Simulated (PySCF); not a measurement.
Compound: C5H7O (charge +1).
Bonds: C1–C2 (double), C2–C3, C3–C4, C4–C5, C5–O6 (triple). Hydrogens: H7, H8 on C1; H9 on C2; H10, H11 on C3; H12, H13 on C4.

The same species was optimised twice, with GFN2-xTB and with PBE0-D3(BJ)/def2-SVP (PySCF), and the same property calculations (PySCF, gas phase) were run on both structures.

| coordinate | GFN2-xTB | PBE0-D3(BJ)/def2-SVP | change |
| --- | --- | --- | --- |
| C4–C5 (Å) | 1.375 | 1.420 | +0.045 |
| C3–C4 (Å) | 1.587 | 1.570 | -0.017 |
| C1=C2 (Å) | 1.322 | 1.333 | +0.011 |
| C5≡O6 (Å) | 1.121 | 1.119 | -0.002 |
| C2–C3 (Å) | 1.495 | 1.496 | +0.001 |
| C3–C4–C5 (°) | 109.5 | 112.3 | +2.8 |
| C4–C5–O6 (°) | 173.9 | 176.4 | +2.5 |
| C2–C3–C4 (°) | 108.5 | 108.7 | +0.2 |
| C1–C2–C3 (°) | 123.1 | 123.2 | +0.1 |
| C1–C2–C3–C4 (°) | 115 | 114 | -1 |
| C2–C3–C4–C5 (°) | -177 | -179 | -2 |

Rotational constants: A = 15734, B = 1463, C = 1434 MHz (GFN2-xTB) against A = 16370, B = 1410, C = 1388 MHz (PBE0-D3(BJ)/def2-SVP). Point groups within 0.08 Å: C1 and C1.

On the GFN2-xTB structure: lowest singlet, TDDFT (eV) 3.54 [PBE0/def2-SVPD]; isotropic polarisability (au) 61.6 [PBE0/def2-SVPD]; HOMO (eV) -12.18 [PBE0/def2-SVPD]; LUMO (eV) -7.68 [PBE0/def2-SVPD].

Q: What do these properties become on the PBE0-D3(BJ)/def2-SVP structure?

A: 
```json
{"property": "lowest singlet, TDDFT (eV)", "level": "PBE0/def2-SVPD", "on GFN2-xTB": "3.54", "on PBE0-D3(BJ)/def2-SVP": "3.42", "change": "-0.12"}
{"property": "isotropic polarisability (au)", "level": "PBE0/def2-SVPD", "on GFN2-xTB": "61.6", "on PBE0-D3(BJ)/def2-SVP": "62.1", "change": "+0.5"}
{"property": "HOMO (eV)", "level": "PBE0/def2-SVPD", "on GFN2-xTB": "-12.18", "on PBE0-D3(BJ)/def2-SVP": "-12.04", "change": "+0.14"}
{"property": "LUMO (eV)", "level": "PBE0/def2-SVPD", "on GFN2-xTB": "-7.68", "on PBE0-D3(BJ)/def2-SVP": "-7.75", "change": "-0.07"}
{"property": "energy, GFN2-xTB geometry as zero (kcal/mol)", "level": "PBE0/def2-SVPD", "on GFN2-xTB": "0.0", "on PBE0-D3(BJ)/def2-SVP": "-1.9", "change": "-1.9"}
```

The heavy atoms differ by 0.052 Å rms after alignment. Among bonds between heavy atoms C4–C5 changes most (+0.045 Å). Changes are differences of the printed values. Neither structure is proved a minimum here. Isolated species at its PBE0-D3(BJ)/def2-SVP geometry (one conformer only).

Shape of the structure used: `[CH2:1]=[CH:2][CH2:3][CH2:4][C:5]#[O+:6]`: C1–C2–C3–C4 114°, C2–C3–C4–C5 -179°.
